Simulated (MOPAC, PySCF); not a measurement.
Bond stretch in Na2, singlet.

Methods: PM3, restricted, heats of formation (MOPAC); UKS-B3LYP/6-31G* = unrestricted B3LYP/6-31G*, spherical d run with PySCF 2.14.0; RHF/6-31G* = restricted Hartree-Fock/6-31G*, spherical d (PySCF); UHF/6-31G* = unrestricted Hartree-Fock/6-31G*, spherical d in PySCF.

Energies are in kcal/mol, each relative to the lowest point of its own curve near equilibrium.

```
R / Å   PM3  UKS-B3LYP/6-31G*  RHF/6-31G*  UHF/6-31G*
-----  ----  ----------------  ----------  ----------
2.50    3.9               4.8         8.3        10.8
2.67   10.6               2.1         4.3         6.6
2.77   14.6               1.0         2.7         4.8
2.90    4.4               0.2         1.2         3.0
3.00    2.5               0.0         0.5         2.0
3.10    1.2               0.0         0.1         1.2
3.17    0.5               ___         0.0         0.8
3.28    0.0               0.6         0.1         0.4
3.43    0.2               1.5         0.6         0.1
3.56    1.2               2.4         1.4         0.0
3.85    5.7               5.0         3.7         0.1
4.18   13.7               8.2         7.0         ___
4.65   27.8              11.8        12.2         1.1
5.05   40.4              13.9        16.6         1.4
5.57    ___              15.4        21.9         1.7
6.14   69.2              16.2        27.1         1.8
6.84   81.5              16.7         ___         1.9
7.60   90.2              16.9        37.0         1.9
8.30   95.2              16.9        40.4         1.9
9.33    ___              17.0         ___         1.9
```

Problem. Fill in the missing entries.

Solution. 
- 3.17, UKS-B3LYP/6-31G*: 0.2
- 4.18, UHF/6-31G*: 0.5
- 5.57, PM3: 55.5
- 6.84, RHF/6-31G*: 32.4
- 9.33, PM3: 99.7
- 9.33, RHF/6-31G*: 44.1

The restricted form behind PM3, RHF/6-31G* keeps the bonding electrons paired and can't separate into open-shell fragments. The unrestricted determinant behind UKS-B3LYP/6-31G* is spin-contaminated at 4.18 to 9.33 Å (<S²> up to 1.0, against 0.00 for a pure singlet). The unrestricted determinant behind UHF/6-31G* is spin-contaminated at 2.50 to 9.33 Å (<S²> up to 1.0, against 0.00 for a pure singlet).
